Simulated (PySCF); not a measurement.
First SCF of a structure search on singlet SiFCl, at a hand-made linear geometry. PySCF input:

```python
from pyscf import gto, scf, dft
mol = gto.M(atom='''
Si     0.000000     0.000000     0.000000
F      0.000000     0.000000    -1.800000
Cl     0.000000     0.000000     2.150000''',
    basis={'Si': 'def2-TZVP', 'F': 'def2-TZVP', 'Cl': 'def2-TZVP'},
    charge=0, spin=0)
mf = dft.RKS(mol, xc='PBE0')
mf.grids.atom_grid = (50, 194)
aux = {'Si': 'def2-universal-JKFIT', 'F': 'def2-universal-JKFIT', 'Cl': 'def2-universal-JKFIT'}
mf = mf.density_fit(auxbasis=aux)
mf.conv_tol = 1e-08
mf.diis_space = 10
mf.max_cycle = 60
mf.init_guess = 'minao'
mf.verbose = 4
mf.kernel()
```

Excerpt of the output (cycles and frontier levels):

```
init E= -849.207055695534
  HOMO = -0.250674880163395  LUMO = -0.10682664583711  gap/eV = 3.91431
cycle= 1 E= -849.124409142697  delta_E= 0.0826  |g|= 0.726  |ddm|= 1.71
  HOMO = -0.219201919884176  LUMO = -0.130693211671917  gap/eV = 2.40844
cycle= 2 E= -848.32534584964  delta_E= 0.799  |g|= 2.23  |ddm|= 1.49
  HOMO = -0.265514707884584  LUMO = -0.122430468120509  gap/eV = 3.89352
cycle= 3 E= -849.224733486117  delta_E= -0.899  |g|= 0.21  |ddm|= 1.01
  HOMO = -0.269512939987209  LUMO = -0.113094326535769  gap/eV = 4.25637
cycle= 4 E= -849.23420815007  delta_E= -0.00947  |g|= 0.135  |ddm|= 0.318
  HOMO = -0.271498073702737  LUMO = -0.117637726271041  gap/eV = 4.18675
cycle= 5 E= -849.23840177329  delta_E= -0.00419  |g|= 0.0199  |ddm|= 0.111
  HOMO = -0.270136044082825  LUMO = -0.115995233367657  gap/eV = 4.19439
cycle= 6 E= -849.238487780107  delta_E= -8.6e-05  |g|= 0.00503  |ddm|= 0.0155
  HOMO = -0.270461379144244  LUMO = -0.116175874763568  gap/eV = 4.19832
cycle= 7 E= -849.238493661543  delta_E= -5.88e-06  |g|= 0.000756  |ddm|= 0.00436
  HOMO = -0.270425926575584  LUMO = -0.116106767033374  gap/eV = 4.19924
cycle= 8 E= -849.238493817014  delta_E= -1.55e-07  |g|= 0.000174  |ddm|= 0.000671
  HOMO = -0.270430817860081  LUMO = -0.116115033246178  gap/eV = 4.19915
cycle= 9 E= -849.238493822229  delta_E= -5.22e-09  |g|= 3.75e-05  |ddm|= 0.000173
  HOMO = -0.270426785781389  LUMO = -0.11611544968173  gap/eV = 4.19903
Extra cycle  E= -849.238493821663  delta_E= 5.67e-10  |g|= 7.01e-05  |ddm|= 5.38e-05
converged SCF energy = -849.238493821663
```

No lower solution of this spin was found from smeared starts or by a stability analysis within the restricted form, which does not test spin polarisation.

The search for the lowest solution, 3 starts and the stability check together, took 8.8 s on 2 threads of a shared Arm Neoverse V1 host, with 105 basis functions; the process peaked at 0.39 GiB.
